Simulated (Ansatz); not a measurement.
`CCCSC` + CH₃NH₂ → `CNCSC` + `CC`  (substitution at a C–C bond)

Computed with Ansatz on PBE0-D4/def2-TZVP structures; ΔE is electronic, products minus reactants. CCSD(T)/CBS is the MP2 limit (def2-TZVPP, def2-QZVPP) plus CCSD(T) − MP2 in def2-TZVPP, frozen cores. This one scheme is used for every species. Functionals use def2-TZVPP. B3LYP here is the variant with VWN-RPA as its local correlation; programs differ in this. One conformer a species, not always the lowest.

(1) Is it downhill or uphill in electronic energy at CCSD(T)/CBS, and by how much? (Best estimate.)

(2) What do these levels give: r2SCAN-D4, PBE0-D4, B3LYP-D4, ωB97X-V, ωB97M-V, PBE0, B3LYP, MP2/def2-TZVPP, CCSD/def2-TZVPP, HF/def2-QZVPP, MP2/def2-QZVPP, CCSD/CBS(def2)? (Best estimate.)

Largest T1 diagnostic among the species: 0.010.

Results:

(1) Computed: Uphill: ΔE = +21.2 kJ/mol.

(2) Ansatz gave: r2SCAN-D4 14.1, PBE0-D4 17.1, B3LYP-D4 14.3, ωB97X-V 17.9, ωB97M-V 19.3, PBE0 15.5, B3LYP 11.8, MP2/def2-TZVPP 21.8, CCSD/def2-TZVPP 20.3, HF/def2-QZVPP 15.1, MP2/def2-QZVPP 22.6, CCSD/CBS(def2) 21.7 kJ/mol.

In def2-TZVPP, CCSD(T) changes the Hartree–Fock value by +4.8 kJ/mol (the triples alone add −0.4 kJ/mol) and MP2 by +6.7 kJ/mol. From PBE to PBE0 (25 % exact exchange), in def2-TZVPP and without D4, ΔE moves by +3.4 kJ/mol.
